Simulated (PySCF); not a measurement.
C4H4FN (charge +1 and doublet state).
Structure used (GFN2-xTB), in Å, numbered top down from 1:
```xyz
10
C4H4FN angstrom
F      2.102    0.458    1.099
C      1.770   -0.318    0.111
C      0.501   -0.316   -0.403
C     -0.532    0.539    0.082
C     -2.021    0.045    0.017
N     -1.675    0.879   -0.799
H      2.579   -0.944   -0.251
H      0.291   -0.984   -1.228
H     -0.288    1.258    0.860
H     -2.718   -0.612    0.489
```

The hyperfine couplings belong to this conformer and change with its torsions.

The species is `F[CH+][CH][C@@H]1C=N1` [radical] (charge +1).

Computed with UKS B3LYP, pcH-1 on C F H N, non-relativistic, mean-field spin-orbit, GIAO in PySCF. Isolated species at its GFN2-xTB geometry (one conformer only). The geometry wasn't refined by DFT: couplings that depend on bond lengths, twists or pyramidal angles can differ widely from those at the functional's own minimum, by a factor of two or more for some ions and for spin on atoms past the first row. The SCF solution wasn't tested for stability.

Principal values of hyperfine tensors in MHz (contact and dipolar terms together), for some of the nuclei:

```csv
atom,isotope,A1,A2,A3
H10,1H,30.64,37.58,50.67
H7,1H,-44.26,-32.59,-11.08
C2,13C,-6.18,-4.44,93.60
N6,14N,2.65,5.24,39.79
C5,13C,-32.49,-26.97,21.45
H9,1H,-18.20,-15.61,-0.90
H8,1H,-13.52,-12.68,-0.62
C3,13C,-19.39,-15.56,12.30
```

(1) Split each tensor into its isotropic and traceless parts, and turn a_iso into mT with g = 2.0034.

(2) What spin density at the nucleus of C5 lies behind its contact coupling (g_N = 1.40482)?

(3) F1 (19F, g_N = 5.25774) isn't in the table. Its spin density at the nucleus is 0.01926 bohr⁻³. What is its contact coupling?

(4) Which nucleus of the table has the largest anisotropic coupling, and what is its form?

(5) In a single crystal, with the field along each principal axis of the tensor of H10 in turn, what first-order splitting does this nucleus give (isotropic g, quadrupole terms neglected)?

Answers

(1) a_iso is a third of the trace, T = A − a_iso, and a(mT) = a(MHz)/(g × 13.996).

| atom | a_iso (MHz) | a_iso (mT) | T1 | T2 | T3 |
| --- | --- | --- | --- | --- | --- |
| H10 | 39.63 | 1.413 | -8.99 | -2.05 | 11.04 |
| H7 | -29.31 | -1.045 | -14.95 | -3.28 | 18.23 |
| C2 | 27.66 | 0.987 | -33.84 | -32.10 | 65.94 |
| N6 | 15.89 | 0.567 | -13.25 | -10.65 | 23.90 |
| C5 | -12.67 | -0.452 | -19.82 | -14.30 | 34.12 |
| H9 | -11.57 | -0.413 | -6.63 | -4.04 | 10.66 |
| H8 | -8.94 | -0.319 | -4.58 | -3.74 | 8.32 |
| C3 | -7.55 | -0.269 | -11.84 | -8.01 | 19.85 |

(2) a_FC = (2μ0/3) gₑ μB g_N μN ρ(0)/(2S·h) = 800.24 MHz × g_N × ρ(0)/(2S), with ρ in bohr⁻³. With a_FC = -12.67 MHz and 2S = 1, ρ(0) = -0.01127 bohr⁻³.

(3) By the same relation, a_FC = 81.1 MHz. Its full tensor has the principal values -95.52, -84.39, 423.06 MHz.

(4) C2: -33.8, -32.1, 65.9 MHz, nearly axial, close to the ratio −1:−1:+2, the form that spin in one p orbital centred on that nucleus gives.

(5) 2 lines (I = 1/2), spaced by |A_i|/(g × 13.996): 1.09, 1.34, 1.81 mT along the axes of A1, A2 and A3.

The SMILES draws the unpaired electron on C3; the largest computed Mulliken spin population is on C2 (0.36 against 0.10).
